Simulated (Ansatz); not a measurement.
## Tin, alpha-Sn (diamond): convergence with the plane-wave cutoff

Computed with Ansatz, r²SCAN, scalar-relativistic PAW, on the relaxed cell (a = 6.568 Å; spin not included). Errors count from a run at 500 eV on a Γ-centred 14×14×14 mesh with Fermi-Dirac smearing of 0.1 eV, extrapolated to zero width. Fixed here: mesh 8×8×8, Fermi-Dirac width 0.1 eV. The pressure holds a Pulay correction and is unreliable far below the recommended cutoff. The SCF starts from atomic densities corrected by a trained network.

```csv
cutoff (eV),E(σ→0) error (meV/atom),P (GPa),SCF iterations
150,41915.4,4.22,8
200,5317.3,-3.34,8
250,582.3,0.63,6
300,45.6,0.10,6
350,8.7,0.04,6
420,5.2,0.02,6
500,4.1,0.01,6
600,4.0,0.01,6
800,2.9,0.01,6
```

Within 5 meV/atom of the last row: from 420 eV on.
